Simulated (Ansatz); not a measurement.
## What a trial cell of AsPt2 relaxes into

All numbers below come from DFT PBE, scalar-relativistic, plane waves, PAW in Ansatz 0.2.0. Cutoff 420 eV, Γ-centred k mesh, Gaussian smearing, no spin polarisation in the final step.

AsPt2 was placed on the marcasite structure type (Pnnm, No. 58), with As in place of Fe, Pt in place of S, at a guessed volume.

```
As Pt
1.0
     4.65033    0.00000    0.00000
     0.00000    5.67569    0.00000
     0.00000    0.00000    3.54315
As Pt
2 4
Direct
  0.00000 0.00000 0.00000
  0.50000 0.50000 0.50000
  0.20040 0.37870 0.00000
  0.79960 0.62130 0.00000
  0.70040 0.12130 0.50000
  0.29960 0.87870 0.50000
```

Cell and atoms relax at zero pressure; the relaxation can't lower the symmetry of the start. After a coarse first stage the cell is made exact in the group found at 0.06 Å.

Energies over the elements count from the elements' standard structures at the same level, with no empirical corrections.

What does it relax into?

It keeps Pnnm (No. 58), but not the shape of the type it started on. Conventional cell: a = 3.568 Å, b = 6.974 Å, c = 4.116 Å. As is coordinated by 6 Pt at 2.50–2.52 Å; around Pt lie 3 As at 2.50–2.52 Å and 6 Pt at 2.90–2.97 Å.

```cif
data_structure
_symmetry_space_group_name_H-M 'Pnnm'
_symmetry_Int_Tables_number 58
_cell_length_a 3.5676
_cell_length_b 6.9740
_cell_length_c 4.1165
_cell_angle_alpha 90.000
_cell_angle_beta 90.000
_cell_angle_gamma 90.000
_cell_volume 102.42
loop_
_atom_site_label
_atom_site_type_symbol
_atom_site_symmetry_multiplicity
_atom_site_Wyckoff_symbol
_atom_site_fract_x
_atom_site_fract_y
_atom_site_fract_z
_atom_site_occupancy
As1 As 2 a 0.00000 0.00000 0.00000 1
Pt1 Pt 4 g 0.24935 0.33547 0.00000 1
```

What are its volume, energy, density and gap?

The volume per atom is 17.07 Å³. The density is 15.08 g/cm³, the energy over the elements is -0.09 eV/atom and the gap on the 10×6×10 mesh is 0 eV (a metal).

The final run used a 10×6×10 mesh on its 6-atom cell and 0.10 eV smearing. The k mesh leaves about 4 meV/atom of noise in metals. Spin–orbit coupling is left out. Symmetry constrained the relaxation, so the result can be a saddle point. The steps took of the order of 8 core-minutes in all.